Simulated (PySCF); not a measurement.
# MgSi⁻: changing the method

What do other methods print for MgSi⁻?

Method: each script names its method and basis; program: PySCF 2.14.0.

3 further runs of the same task are left out: 3 that didn't finish.

## 1. The starting structure

MgSi⁻: 2 atoms, charge -1, spin multiplicity 2.

Bond lengths: Mg1–Si2 2.441 Å.

## 2. The base run

The input, input.py:

```python
from pyscf import gto, dft

mol = gto.M(
    atom='Mg 0 0 0; Si 0 0 2.441',
    basis='jorge-dzp-dkh',
    charge=-1,
    spin=1,
    verbose=4,
)
mf = dft.UKS(mol, xc='revtpss')
mf = mf.sfx2c1e()
mf.kernel()
mf.dip_moment()
print('orbital energies (hartree):', [e[max(0, n-3):n+3].round(4) for e, n in zip(mf.mo_energy, mol.nelec)])
```

Started as:

```bash
> OMP_NUM_THREADS=1 python input.py
```

Its log is not repeated here.

Base result: E(SCF) = -490.248774 Eh, ⟨S²⟩ = 0.885.

The bond length is a typed value, not an optimised one. The dipole of an ion depends on the origin.

## 3. Pw6b95

Edit 1 changes functional: revtpss → pw6b95.

The input, input.py:

```python
from pyscf import gto, dft

mol = gto.M(
    atom='Mg 0 0 0; Si 0 0 2.441',
    basis='jorge-dzp-dkh',
    charge=-1,
    spin=1,
    verbose=4,
)
mf = dft.UKS(mol, xc='pw6b95')
mf = mf.sfx2c1e()
mf.kernel()
mf.dip_moment()
print('orbital energies (hartree):', [e[max(0, n-3):n+3].round(4) for e, n in zip(mf.mo_energy, mol.nelec)])
```

Started as:

```bash
> OMP_NUM_THREADS=1 python input.py
```

## 4. M06l

Edit 2 changes functional: revtpss → m06l.

Edit input.py of step 2 so:

```diff
@@ -9,3 +9,3 @@
 )
-mf = dft.UKS(mol, xc='revtpss')
+mf = dft.UKS(mol, xc='m06l')
 mf = mf.sfx2c1e()
```

## 5. EOM-IP (UHF)

Edit 3 changes step after the SCF: none → eomip; SCF type: UKS → UHF; functional: revtpss → none (Hartree–Fock); frozen orbitals: none → 6; number of roots: none → 5.

Edit input.py of step 2 so:

```diff
@@ -1,2 +1,2 @@
-from pyscf import gto, dft
+from pyscf import gto, scf, cc
 
@@ -9,5 +9,9 @@
 )
-mf = dft.UKS(mol, xc='revtpss')
+mf = scf.UHF(mol)
 mf = mf.sfx2c1e()
 mf.kernel()
+mycc = cc.CCSD(mf, frozen=6)
+mycc.kernel()
+e = mycc.ipccsd(nroots=5)[0]
+print('roots (eV) =', (e*27.211386).round(3))
 mf.dip_moment()
```

## 6. MP2 (UHF)

Edit 4 changes step after the SCF: none → mp2; SCF type: UKS → UHF; functional: revtpss → none (Hartree–Fock); frozen orbitals: none → 6.

Edit input.py of step 2 so:

```diff
@@ -1,2 +1,2 @@
-from pyscf import gto, dft
+from pyscf import gto, scf, mp
 
@@ -9,5 +9,6 @@
 )
-mf = dft.UKS(mol, xc='revtpss')
+mf = scf.UHF(mol)
 mf = mf.sfx2c1e()
 mf.kernel()
+mp.MP2(mf, frozen=6).kernel()
 mf.dip_moment()
```

## 7. Revpbe

Edit 5 changes functional: revtpss → revpbe.

Edit input.py of step 2 so:

```diff
@@ -9,3 +9,3 @@
 )
-mf = dft.UKS(mol, xc='revtpss')
+mf = dft.UKS(mol, xc='revpbe')
 mf = mf.sfx2c1e()
```

What does the calculation give? Wanted: for each run, E(SCF); from base; gap, α spin; after the SCF.

As calculated:

| run | E(SCF) (hartree) | from base (eV) | cycles | gap, α spin (eV) | after the SCF |
| --- | --- | --- | --- | --- | --- |
| base | -490.248774 | 0 | 18 | 0.23 | n/a |
| pw6b95 | -490.871536 | not comparable | 16 | 1.42 | n/a |
| m06l | -490.384124 | not comparable | 13 | 1.41 | n/a |
| EOM-IP (UHF) | -489.345878 | not comparable | 43 | 6.25 | CCSD correlation -5.501 eV, core frozen, first root 0.40 eV |
| MP2 (UHF) | -489.345878 | not comparable | 43 | 6.25 | MP2 correlation -4.505 eV, core frozen |
| revpbe | -490.329805 | not comparable | 15 | 1.47 | n/a |

What this shows: The highest filled level of this anion is positive: the basis lacks diffuse functions or the electron is not bound, so these numbers hang on the basis. The α-spin gap between the frontier levels is 0.2 eV with revtpss (0 % exact exchange) and 1.4 eV with pw6b95 (28 %): exact exchange opens it. A lower total energy from another functional means nothing by itself.
